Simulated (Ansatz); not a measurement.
A relaxed structure of Au. Level of theory: PBE (plane waves to 420 eV, PAW, scalar-relativistic; Ansatz, a first-principles code).

```xyz
1
Lattice="0.0000 2.0792 2.0792 2.0792 0.0000 2.0792 2.0792 2.0792 0.0000" Properties=species:S:1:pos:R:3 pbc="T T T"
Au     2.0792     2.0792     2.0792
```

Q: Determine the symmetry and give the standard cell with its independent sites.

A: Space group Fm-3m (No. 225); a = b = c = 4.158 Å, α = β = γ = 90.00°

| atom | site | symmetry | x | y | z |
|---|---|---|---|---|---|
| Au | 4b | m-3m | 0.5000 | 0.5000 | 0.5000 |

This is the fcc (Cu type).

Q: Give the shortest distances between elements (the closest pairs, up to four, under 3.6 Å).

A: Au–Au 2.94 Å.

The volume per atom is 17.98 Å³, the density is 18.19 g/cm³ and the band gap comes out as zero (metallic).

No spin polarisation in the result.

Measured for Au: a 4.062 Å (static lattice; corrected from measurement; as listed in Daniel Mejia-Rodriguez, S. B. Trickey, Phys. Rev. B (2018)). Computed minus measured — a: PBE +2.4 %. The computed values are for a static lattice.

It was reached from a disturbed copy of a P4/mmm (No. 123) cell, against which it lies -0.11 eV/atom.
